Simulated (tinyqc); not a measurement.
Worked calculation (part 2 of 2): ROHF in the sto-6g basis, for CH, spin multiplicity 4. Computed by tinyqc, a small Python program that keeps every step (integrals from PySCF). Command: `OMP_NUM_THREADS=1 python tinyqc.py 28290 28291 out.jsonl` (the two numbers bound the seeds that draw the settings). One thread of a shared host (Intel(R) Xeon(R) Processor @ 2.60GHz), about 0.08 s of CPU time with the checks.

Geometry (angstrom):
```
atom       x       y       z
C     0.0000  0.0000  0.0000
H     0.0000  0.0000  1.0460
```

## Iteration 3: building the Fock matrix

D(alpha) after iteration 2:
```
          1C 1s    1C 2s  1C 2px  1C 2py   1C 2pz    2H 1s
1C 1s    1.0560  -0.2225  0.0000  0.0000   0.0609  -0.0348
1C 2s   -0.2225   0.9271  0.0000  0.0000  -0.3262   0.0191
1C 2px   0.0000   0.0000  1.0000  0.0000   0.0000   0.0000
1C 2py   0.0000   0.0000  0.0000  1.0000   0.0000   0.0000
1C 2pz   0.0609  -0.3262  0.0000  0.0000   0.4613   0.3312
2H 1s   -0.0348   0.0191  0.0000  0.0000   0.3312   0.3300
```

D(beta) after iteration 2:
```
          1C 1s    1C 2s  1C 2px  1C 2py   1C 2pz    2H 1s
1C 1s    1.0240  -0.0804  0.0000  0.0000  -0.0486  -0.0899
1C 2s   -0.0804   0.2956  0.0000  0.0000   0.1601   0.2636
1C 2px   0.0000   0.0000  0.0000  0.0000   0.0000   0.0000
1C 2py   0.0000   0.0000  0.0000  0.0000   0.0000   0.0000
1C 2pz  -0.0486   0.1601  0.0000  0.0000   0.0868   0.1429
2H 1s   -0.0899   0.2636  0.0000  0.0000   0.1429   0.2353
```

core Hamiltonian H = T + V (hartree):
```
           1C 1s    1C 2s   1C 2px   1C 2py   1C 2pz    2H 1s
1C 1s   -18.4452  -4.2343   0.0000   0.0000  -0.0194  -1.2534
1C 2s    -4.2343  -5.1564   0.0000   0.0000  -0.1833  -2.4442
1C 2px    0.0000   0.0000  -4.1236   0.0000   0.0000   0.0000
1C 2py    0.0000   0.0000   0.0000  -4.1236   0.0000   0.0000
1C 2pz   -0.0194  -0.1833   0.0000   0.0000  -4.2606  -1.9876
2H 1s    -1.2534  -2.4442   0.0000   0.0000  -1.9876  -3.4286
```

Two-electron integrals (ij|kl) in chemists' order, unique and non-zero (hartree):
```
(11|11) 3.5437   (21|11) 0.5295   (21|21) 0.1003   (22|11) 0.8536
(22|21) 0.1999   (22|22) 0.6248   (31|31) 0.0213   (32|31) 0.0319
(32|32) 0.1381   (33|11) 0.8536   (33|21) 0.1999   (33|22) 0.6248
(33|33) 0.6732   (41|41) 0.0213   (42|41) 0.0319   (42|42) 0.1381
(43|43) 0.0363   (44|11) 0.8536   (44|21) 0.1999   (44|22) 0.6248
(44|33) 0.6007   (44|44) 0.6732   (51|51) 0.0213   (52|51) 0.0319
(52|52) 0.1381   (53|53) 0.0363   (54|54) 0.0363   (55|11) 0.8536
(55|21) 0.1999   (55|22) 0.6248   (55|33) 0.6007   (55|44) 0.6007
(55|55) 0.6732   (61|11) 0.1643   (61|21) 0.0299   (61|22) 0.0585
(61|33) 0.0583   (61|44) 0.0583   (61|51) 0.0020   (61|52) 0.0038
(61|55) 0.0590   (61|61) 0.0092   (62|11) 0.3556   (62|21) 0.0843
(62|22) 0.2858   (62|33) 0.2794   (62|44) 0.2794   (62|51) 0.0085
(62|52) 0.0544   (62|55) 0.2986   (62|61) 0.0259   (62|62) 0.1657
(63|31) 0.0095   (63|32) 0.0473   (63|53) 0.0109   (63|63) 0.0215
(64|41) 0.0095   (64|42) 0.0473   (64|54) 0.0109   (64|64) 0.0215
(65|11) 0.2903   (65|21) 0.0699   (65|22) 0.2508   (65|33) 0.2382
(65|44) 0.2382   (65|51) 0.0157   (65|52) 0.0918   (65|55) 0.2761
(65|61) 0.0226   (65|62) 0.1731   (65|65) 0.1991   (66|11) 0.4920
(66|21) 0.1189   (66|22) 0.4534   (66|33) 0.4294   (66|44) 0.4294
(66|51) 0.0162   (66|52) 0.1337   (66|55) 0.5015   (66|61) 0.0373
(66|62) 0.3225   (66|65) 0.3738   (66|66) 0.7750
```

nuclear repulsion = 3.035433 hartree

J_ij = sum D_kl (ij|kl) with D = D(alpha) + D(beta), K_ij = sum D_kl (ik|jl) for each spin; F = H + J - K(s); E = tr D H + tr D J / 2 - 0.5 sum_s tr D(s) K(s) + E_nn.

Coulomb J (hartree):
```
          1C 1s   1C 2s  1C 2px  1C 2py  1C 2pz   2H 1s
1C 1s   10.9825  1.9681  0.0000  0.0000  0.0183  0.5977
1C 2s    1.9681  4.6516  0.0000  0.0000  0.1474  2.1762
1C 2px   0.0000  0.0000  4.6334  0.0000  0.0000  0.0000
1C 2py   0.0000  0.0000  0.0000  4.6334  0.0000  0.0000
1C 2pz   0.0183  0.1474  0.0000  0.0000  4.6880  1.9583
2H 1s    0.5977  2.1762  0.0000  0.0000  1.9583  3.5610
```

exchange K(alpha) (hartree):
```
         1C 1s    1C 2s  1C 2px  1C 2py   1C 2pz   2H 1s
1C 1s   3.6460   0.6125  0.0000  0.0000   0.0011  0.1948
1C 2s   0.6125   1.0319  0.0000  0.0000  -0.0452  0.5213
1C 2px  0.0000   0.0000  0.8780  0.0000   0.0000  0.0000
1C 2py  0.0000   0.0000  0.0000  0.8780   0.0000  0.0000
1C 2pz  0.0011  -0.0452  0.0000  0.0000   0.7705  0.4361
2H 1s   0.1948   0.5213  0.0000  0.0000   0.4361  0.6895
```

exchange K(beta) (hartree):
```
         1C 1s   1C 2s  1C 2px  1C 2py  1C 2pz   2H 1s
1C 1s   3.5642  0.5382  0.0000  0.0000  0.0037  0.1693
1C 2s   0.5382  0.4573  0.0000  0.0000  0.2808  0.4268
1C 2px  0.0000  0.0000  0.0920  0.0000  0.0000  0.0000
1C 2py  0.0000  0.0000  0.0000  0.0920  0.0000  0.0000
1C 2pz  0.0037  0.2808  0.0000  0.0000  0.2872  0.3654
2H 1s   0.1693  0.4268  0.0000  0.0000  0.3654  0.5773
```

F(alpha) (hartree):
```
           1C 1s    1C 2s   1C 2px   1C 2py   1C 2pz    2H 1s
1C 1s   -11.1086  -2.8787   0.0000   0.0000  -0.0022  -0.8506
1C 2s    -2.8787  -1.5366   0.0000   0.0000   0.0093  -0.7893
1C 2px    0.0000   0.0000  -0.3682   0.0000   0.0000   0.0000
1C 2py    0.0000   0.0000   0.0000  -0.3682   0.0000   0.0000
1C 2pz   -0.0022   0.0093   0.0000   0.0000  -0.3430  -0.4654
2H 1s    -0.8506  -0.7893   0.0000   0.0000  -0.4654  -0.5572
```

F(beta) (hartree):
```
           1C 1s    1C 2s  1C 2px  1C 2py   1C 2pz    2H 1s
1C 1s   -11.0269  -2.8043  0.0000  0.0000  -0.0048  -0.8250
1C 2s    -2.8043  -0.9620  0.0000  0.0000  -0.3168  -0.6948
1C 2px    0.0000   0.0000  0.4178  0.0000   0.0000   0.0000
1C 2py    0.0000   0.0000  0.0000  0.4178   0.0000   0.0000
1C 2pz   -0.0048  -0.3168  0.0000  0.0000   0.1402  -0.3947
2H 1s    -0.8250  -0.6948  0.0000  0.0000  -0.3947  -0.4450
```

total energy of this density = -38.168311 hartree

## Iteration 3: Roothaan effective Fock matrix

overlap S:
```
         1C 1s   1C 2s  1C 2px  1C 2py  1C 2pz   2H 1s
1C 1s   1.0000  0.2432  0.0000  0.0000  0.0000  0.0713
1C 2s   0.2432  1.0000  0.0000  0.0000  0.0000  0.5169
1C 2px  0.0000  0.0000  1.0000  0.0000  0.0000  0.0000
1C 2py  0.0000  0.0000  0.0000  1.0000  0.0000  0.0000
1C 2pz  0.0000  0.0000  0.0000  0.0000  1.0000  0.4818
2H 1s   0.0713  0.5169  0.0000  0.0000  0.4818  1.0000
```

With projectors Pc = D(beta) S, Po = (D(alpha) - D(beta)) S, Pv = 1 - D(alpha) S, the block xy is Px^T F Py; with Fc = (F(alpha) + F(beta))/2, the blocks are Fc for cc, oo, vv and cv, F(beta) for co and F(alpha) for ov.

effective F (hartree):
```
           1C 1s    1C 2s  1C 2px  1C 2py   1C 2pz    2H 1s
1C 1s   -11.0681  -2.8290  0.0000  0.0000  -0.0206  -0.8427
1C 2s    -2.8290  -1.1692  0.0000  0.0000  -0.1746  -0.7208
1C 2px    0.0000   0.0000  0.0248  0.0000   0.0000   0.0000
1C 2py    0.0000   0.0000  0.0000  0.0248   0.0000   0.0000
1C 2pz   -0.0206  -0.1746  0.0000  0.0000  -0.1799  -0.4856
2H 1s    -0.8427  -0.7208  0.0000  0.0000  -0.4856  -0.5253
```

## Iteration 3: DIIS over 3 matrices

error matrix X^T (FDS - SDF) X:
```
         1       2       3       4        5        6
1   0.0000  0.0041  0.0000  0.0000   0.0080   0.0033
2  -0.0041  0.0000  0.0000  0.0000  -0.0034  -0.0029
3   0.0000  0.0000  0.0000  0.0000   0.0000   0.0000
4   0.0000  0.0000  0.0000  0.0000   0.0000   0.0000
5  -0.0080  0.0034  0.0000  0.0000   0.0000   0.0026
6  -0.0033  0.0029  0.0000  0.0000  -0.0026   0.0000
```

B (overlaps of the stored error matrices):
```
                1               2               3
1   1.7854323e+00   3.5895811e-01  -1.1289892e-03
2   3.5895811e-01   8.9549543e-02  -1.0374732e-03
3  -1.1289892e-03  -1.0374732e-03   2.3691688e-04
```

Minimise |sum c_i e_i|^2 with sum c_i = 1: solve [B -1; -1 0][c; lambda] = [0; -1] with B_ij = tr e_i^T e_j, and take F = sum c_i F_i.

DIIS coefficients: -0.0100  0.0530  0.9569

extrapolated F (hartree):
```
           1C 1s    1C 2s  1C 2px  1C 2py   1C 2pz    2H 1s
1C 1s   -11.0691  -2.8293  0.0000  0.0000  -0.0204  -0.8428
1C 2s    -2.8293  -1.1703  0.0000  0.0000  -0.1747  -0.7218
1C 2px    0.0000   0.0000  0.0243  0.0000   0.0000   0.0000
1C 2py    0.0000   0.0000  0.0000  0.0243   0.0000   0.0000
1C 2pz   -0.0204  -0.1747  0.0000  0.0000  -0.1803  -0.4864
2H 1s    -0.8428  -0.7218  0.0000  0.0000  -0.4864  -0.5261
```

## Iteration 3: diagonalisation and new density

X:
```
              1        2        3       4        5       6
1C 1s    0.2142   0.7954   0.0000  0.0000   0.5982  0.1819
1C 2s   -1.0103  -0.5272   0.0000  0.0000   0.4024  0.4112
1C 2px   0.0000   0.0000   0.8581  0.5135   0.0000  0.0000
1C 2py   0.0000   0.0000  -0.5135  0.8581   0.0000  0.0000
1C 2pz  -0.8736   0.5192   0.0000  0.0000  -0.5709  0.3283
2H 1s    1.2971  -0.1923   0.0000  0.0000  -0.1699  0.5113
```

Diagonalise F' = X^T F X, C = X C', fill 5 alpha and 2 beta electrons from the bottom; D(s) = C_occ C_occ^T. Each column has its largest component positive (the first on a tie).

F' = X^T F X (hartree):
```
         1        2       3       4        5        6
1   0.7244  -0.5713  0.0000  0.0000  -0.3131  -0.1424
2  -0.5713  -4.7368  0.0000  0.0000  -4.8909  -2.1551
3   0.0000   0.0000  0.0243  0.0000   0.0000   0.0000
4   0.0000   0.0000  0.0000  0.0243   0.0000   0.0000
5  -0.3131  -4.8909  0.0000  0.0000  -5.3175  -2.3662
6  -0.1424  -2.1551  0.0000  0.0000  -2.3662  -1.8171
```

orbital energies (hartree): MO1 -11.0712, MO2 -0.7162, MO3 -0.1638, MO4 0.0243, MO5 0.0243, MO6 0.8041

coefficients C:
```
            MO1      MO2      MO3     MO4      MO5      MO6
1C 1s    0.9963  -0.1763  -0.1797  0.0000   0.0000   0.1165
1C 2s    0.0160   0.5403   0.7991  0.0000   0.0000  -0.8360
1C 2px   0.0000   0.0000   0.0000  0.1854   0.9827   0.0000
1C 2py   0.0000   0.0000   0.0000  0.9827  -0.1854   0.0000
1C 2pz   0.0041   0.2976  -0.6082  0.0000   0.0000  -1.0040
2H 1s   -0.0044   0.4860  -0.3088  0.0000   0.0000   1.2955
```

D(alpha) after iteration 3:
```
          1C 1s    1C 2s  1C 2px  1C 2py   1C 2pz    2H 1s
1C 1s    1.0560  -0.2229  0.0000  0.0000   0.0609  -0.0346
1C 2s   -0.2229   0.9308  0.0000  0.0000  -0.3251   0.0157
1C 2px   0.0000   0.0000  1.0000  0.0000   0.0000   0.0000
1C 2py   0.0000   0.0000  0.0000  1.0000   0.0000   0.0000
1C 2pz   0.0609  -0.3251  0.0000  0.0000   0.4585   0.3324
2H 1s   -0.0346   0.0157  0.0000  0.0000   0.3324   0.3315
```

D(beta) after iteration 3:
```
          1C 1s    1C 2s  1C 2px  1C 2py   1C 2pz    2H 1s
1C 1s    1.0237  -0.0793  0.0000  0.0000  -0.0484  -0.0901
1C 2s   -0.0793   0.2922  0.0000  0.0000   0.1609   0.2625
1C 2px   0.0000   0.0000  0.0000  0.0000   0.0000   0.0000
1C 2py   0.0000   0.0000  0.0000  0.0000   0.0000   0.0000
1C 2pz  -0.0484   0.1609  0.0000  0.0000   0.0886   0.1446
2H 1s   -0.0901   0.2625  0.0000  0.0000   0.1446   0.2362
```

Within a degenerate level the vectors are fixed only up to a rotation; this is one choice.

## Iteration 7 (converged): orbitals

converged F (hartree):
```
           1C 1s    1C 2s  1C 2px  1C 2py   1C 2pz    2H 1s
1C 1s   -11.0690  -2.8291  0.0000  0.0000  -0.0206  -0.8427
1C 2s    -2.8291  -1.1687  0.0000  0.0000  -0.1736  -0.7197
1C 2px    0.0000   0.0000  0.0245  0.0000   0.0000   0.0000
1C 2py    0.0000   0.0000  0.0000  0.0245   0.0000   0.0000
1C 2pz   -0.0206  -0.1736  0.0000  0.0000  -0.1806  -0.4855
2H 1s    -0.8427  -0.7197  0.0000  0.0000  -0.4855  -0.5243
```

As before.

F' = X^T F X (hartree):
```
         1        2       3       4        5        6
1   0.7234  -0.5709  0.0000  0.0000  -0.3129  -0.1425
2  -0.5709  -4.7370  0.0000  0.0000  -4.8904  -2.1561
3   0.0000   0.0000  0.0245  0.0000   0.0000   0.0000
4   0.0000   0.0000  0.0000  0.0245   0.0000   0.0000
5  -0.3129  -4.8904  0.0000  0.0000  -5.3177  -2.3661
6  -0.1425  -2.1561  0.0000  0.0000  -2.3661  -1.8149
```

orbital energies (hartree): MO1 -11.0710, MO2 -0.7137, MO3 -0.1645, MO4 0.0245, MO5 0.0245, MO6 0.8031

coefficients C:
```
            MO1      MO2      MO3      MO4     MO5      MO6
1C 1s    0.9963  -0.1762  -0.1798   0.0000  0.0000   0.1165
1C 2s    0.0160   0.5398   0.7995   0.0000  0.0000  -0.8360
1C 2px   0.0000   0.0000   0.0000   0.9983  0.0577   0.0000
1C 2py   0.0000   0.0000   0.0000  -0.0577  0.9983   0.0000
1C 2pz   0.0041   0.2981  -0.6080   0.0000  0.0000  -1.0039
2H 1s   -0.0045   0.4861  -0.3083   0.0000  0.0000   1.2956
```

D(alpha) after iteration 7:
```
          1C 1s    1C 2s  1C 2px  1C 2py   1C 2pz    2H 1s
1C 1s    1.0560  -0.2229  0.0000  0.0000   0.0609  -0.0346
1C 2s   -0.2229   0.9308  0.0000  0.0000  -0.3251   0.0158
1C 2px   0.0000   0.0000  1.0000  0.0000   0.0000   0.0000
1C 2py   0.0000   0.0000  0.0000  1.0000   0.0000   0.0000
1C 2pz   0.0609  -0.3251  0.0000  0.0000   0.4586   0.3324
2H 1s   -0.0346   0.0158  0.0000  0.0000   0.3324   0.3314
```

D(beta) after iteration 7:
```
          1C 1s    1C 2s  1C 2px  1C 2py   1C 2pz    2H 1s
1C 1s    1.0237  -0.0791  0.0000  0.0000  -0.0484  -0.0901
1C 2s   -0.0791   0.2916  0.0000  0.0000   0.1610   0.2623
1C 2px   0.0000   0.0000  0.0000  0.0000   0.0000   0.0000
1C 2py   0.0000   0.0000  0.0000  0.0000   0.0000   0.0000
1C 2pz  -0.0484   0.1610  0.0000  0.0000   0.0889   0.1449
2H 1s   -0.0901   0.2623  0.0000  0.0000   0.1449   0.2363
```

Within a degenerate level the vectors are fixed only up to a rotation; this is one choice.

## Convergence

Stop when the energy changes by less than 1e-09 hartree and every element of the error matrix X^T (F D S - S D F) X is below 9e-06.

Course of the cycle:
```
iteration  E (hartree)     change  largest element of the error matrix
1           -37.546710          -                             8.37e-01
2           -38.148519  -6.02e-01                             1.94e-01
3           -38.168311  -1.98e-02                             8.00e-03
4           -38.168335  -2.41e-05                             3.52e-04
5           -38.168336  -3.00e-07                             4.03e-05
6           -38.168336  -6.94e-09                             1.14e-06
7           -38.168336  -1.28e-12                             5.21e-08
```

PySCF ROHF in the same basis = -38.168336 hartree

Converged in 7 iterations.

## Populations, bond orders and dipole

Mulliken: Z minus the diagonal of D S on the atom; Loewdin: the same with S^(1/2) D S^(1/2); Mayer order: 2 sum_s sum (D(s) S)_ij (D(s) S)_ji over the two atoms.

Charges (e):
```
atom  Mulliken  Loewdin  Mulliken spin
1C     -0.0675  -0.0398         2.9381
2H      0.0675   0.0398         0.0619
```

Mayer bond orders:
```
pair   order
2-1   0.9916
```

dipole moment about the origin, x y z (debye): 0.0000  0.0000  0.0231
